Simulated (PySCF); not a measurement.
Protonated hydrogen cyanide Ion, CH2N (charge +1).
Geometry (PBE0-D3(BJ)/def2-SVP, Å), atoms numbered from 1 in this order:
```xyz
4
CH2N angstrom
C      0.5766   -0.0362   -0.0160
N     -0.5606   -0.0019   -0.0229
H      1.6718   -0.0701   -0.0091
H     -1.5840    0.0272   -0.0282
```

Computed with MP2 and CCSD/aug-cc-pVTZ in PySCF, restricted Hartree–Fock reference, frozen core, non-relativistic, gas phase, PBE0-D3(BJ)/def2-SVP geometry.

E(HF) = -93.19525 Eh.

**Question.** How large is the problem?

**Answer.** 138 basis functions and 14 electrons; 2 orbitals frozen, which leaves o = 5 correlated occupied and v = 131 virtual orbitals. That is o·v = 655 singles and o·v(o·v + 1)/2 = 214840 distinct closed-shell doubles amplitudes before symmetry; the costliest CCSD step grows as o²v⁴ = 7.4 × 10^9.

**Question.** What are the MP2 and CCSD correlation energies?

**Answer.** MP2 -0.3413 Eh and CCSD -0.3490 Eh, which gives totals of -93.53653 and -93.54424 Eh. That is 0.950 eV for each correlated electron at CCSD (916 kJ/mol in all, 0.373 % of the total energy); MP2 gives 97.8 % of the CCSD value.

**Question.** What is the T1 diagnostic?

**Answer.** 0.0146, below the customary warning level of 0.02. It is the norm of the spatial-orbital singles amplitudes over the root of the number of correlated electrons, so the norm is 0.046.

Connected triples and the basis-set limit are missing.

The job also held the EOM ionisation and excitation roots. The run took 4.7 min of wall time on one thread of an Arm Neoverse V2, no GPU, shared host with 96 logical CPUs at a one-minute load of 9.9, and the process peaked at 2.5 GiB of memory.
